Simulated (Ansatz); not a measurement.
We consider cubic perovskite SrTiO₃ (cubic form, which distorts at low temperature), described by PBE (Ansatz, a quantum-chemistry and plane-wave program, PAW).

Numerical settings: plane-wave cutoff 500 eV, 8×8×8 k mesh, gaussian smearing 0.02 eV, no spin polarisation, scalar-relativistic PAW data made under PBE.

Cell (relaxed at this level):

Space group Pm-3m (No. 221); a = b = c = 3.9363 Å, α = β = γ = 90.00°

```
atom  site  symmetry       x       y       z
----  ----  --------  ------  ------  ------
Sr      1a      m-3m  0.0000  0.0000  0.0000
Ti      1b      m-3m  0.5000  0.5000  0.5000
O       3c    4/mm.m  0.0000  0.5000  0.5000
```

Question: Estimate the band gap that the calculation returns.

Answer: 
band gap: 1.84 eV (on the SCF k mesh)

Measured, for comparison: band gap 3.59 eV (zero-point renormalisation of 336 meV (experimental, the table's column) added back here, indirect; inputs from Miglio et al. (2020), arXiv:2011.12765).

Note: the relaxation could not lower the start's symmetry, so the cell can be a saddle point above a distorted one.

Spin–orbit coupling is not included.

Computing time: roughly 24 core-seconds.
